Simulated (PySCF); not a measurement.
# SiH4S (SMILES [SiH3]S): QCISD(T)/STO-6G

What is the energy change on altering one bond length of SiH4S at QCISD(T)/STO-6G? 

The results are computed with PySCF 2.14.0.

6 further runs of the same task are left out: 6 set aside as unsound or not needed.

### 1 The molecule

The species is SiH4S (6 atoms), meant as a singlet with charge 0. As SMILES, `[SiH3]S`. The coordinates come from a PBE0-D4/def2-TZVP relaxation.

Bond lengths: Si1–S2 2.137 Å, Si1–H3 1.485 Å, Si1–H4 1.482 Å, Si1–H5 1.485 Å, S2–H6 1.344 Å. Angles: Si1–S2–H6 94.7°, S2–Si1–H3 111.6°, S2–Si1–H4 104.8°, S2–Si1–H5 111.6°, H3–Si1–H4 110.0°, H3–Si1–H5 108.8°, H4–Si1–H5 110.0°.

### 2 The energy at QCISD(T)/STO-6G

run.py

```python
# [SiH3]S
from pyscf import gto, scf, cc

mol = gto.Mole()
mol.atom = '''
Si    -0.169800    -0.263400    -0.436000
S      0.907300    -0.012600     1.392800
H     -1.629800    -0.074300    -0.241600
H      0.108600    -1.658300    -0.852500
H      0.299800     0.681200    -1.481100
H      0.526100     1.263300     1.572300
'''
mol.spin = 0
mol.max_memory = 1860
mol.basis = 'sto-6g'
mol.verbose = 3
mol.build()

myscf = scf.RHF(mol)
myscf.conv_tol = 1e-10
myscf.kernel()
if not myscf.converged:
    myscf = myscf.newton().run(myscf.mo_coeff, myscf.mo_occ)

mycc = cc.QCISD(myscf, frozen=10)
mycc.kernel()
e_t = mycc.qcisd_t()
energy = mycc.e_tot + e_t
print(f'total energy: {energy:.8f} hartree')
```

Run with:

```sh
OMP_NUM_THREADS=1 python run.py
```

Log:

```text
converged SCF energy = -686.400764842714
E(QCISD) = -686.4950562423863  E_corr = -0.09429139967252712
QCISD(T) correction = -0.000644332171203292
total energy: -686.49570057 hartree
```

It took 0.86 s on 1 thread of Arm Neoverse V2, shared host; peak memory 0.1 GiB.

### 3 The distorted shape

job.py

```python
from pyscf import gto, cc

mol = gto.M(
    atom='''
Si     1.886410    -0.783643    -1.117822
S      3.921834    -0.309700     2.338109
H     -3.079876    -0.140407    -0.456558
H      2.412509    -3.419622    -1.904893
H      2.773825     1.001392    -3.092775
H      3.201470     2.101402     2.677315
''',
    basis='sto-6g',
    max_memory=1860,
    unit='bohr',
    verbose=3,
    spin=0,
)

mf = mol.RHF()
mf.conv_tol = 1e-10
mf.kernel()
if not mf.converged:
    mf = mf.newton().run(mf.mo_coeff, mf.mo_occ)

mycc = cc.QCISD(mf, frozen=10)
mycc.kernel()
e_t = mycc.qcisd_t()
e_tot = mycc.e_tot + e_t
print(f'total energy: {e_tot:.8f} hartree')
```

Run with:

```sh
OMP_NUM_THREADS=1 python job.py
```

Log:

```text
converged SCF energy = -686.155857864831
E(QCISD) = -686.3362479275977  E_corr = -0.1803900627669179
QCISD(T) correction = -0.00395320660139812
total energy: -686.34020113 hartree
```

It took 0.99 s on 1 thread of Arm Neoverse V2, shared host; peak memory 0.12 GiB.

### 4 Outcome

Level: QCISD(T)/STO-6G, 10 core orbitals frozen.

| quantity | value |
| --- | --- |
| first shape: total energy | -686.49570 Eh |
| first shape: dipole moment (Hartree–Fock density) | 1.18 D |
| first shape: HOMO energy (Hartree–Fock orbitals) | -7.19 eV |
| first shape: LUMO energy (Hartree–Fock orbitals) | 10.80 eV |
| first shape: HOMO–LUMO gap (Hartree–Fock orbitals) | 18.00 eV |
| first shape: correlation energy (10 core orbitals frozen) | -94.9 mEh |
| first shape: (T) correction | -0.64 mEh |
| first shape: T1 diagnostic | 0.005 |
| distorted shape: total energy | -686.34020 Eh |
| distorted shape: dipole moment (Hartree–Fock density) | 1.27 D |
| distorted shape: HOMO energy (Hartree–Fock orbitals) | -5.51 eV |
| distorted shape: LUMO energy (Hartree–Fock orbitals) | 3.70 eV |
| distorted shape: HOMO–LUMO gap (Hartree–Fock orbitals) | 9.21 eV |
| distorted shape: correlation energy (10 core orbitals frozen) | -184.3 mEh |
| distorted shape: (T) correction | -3.95 mEh |
| distorted shape: T1 diagnostic | 0.021 |
| energy change with the Si1–H3 bond stretched from 1.485 to 2.673 Å | 4.231 eV |

One bond (distorted shape) is far stretched, which a spin-restricted single reference describes badly; perturbation theory on it can break down and give far too much correlation. With the Si1–H3 bond stretched from 1.485 to 2.673 Å the energy rises by 4.23 eV (408 kJ/mol). The first shape isn't relaxed at this level, so the change isn't measured from a minimum. A restricted reference can't describe the breaking bond well at this length. The minimal basis adds a large error of its own. The triples (first shape) make up 0.7 % of the correlation energy. The T1 diagnostic (distorted shape) of 0.021 is above the customary mark for such species, so a single reference may not serve. Mulliken charges (distorted shape) of the mean-field density run from -0.19 on H3 to +0.57 on Si1; they depend strongly on the basis. The triples (distorted shape) make up 2.1 % of the correlation energy.
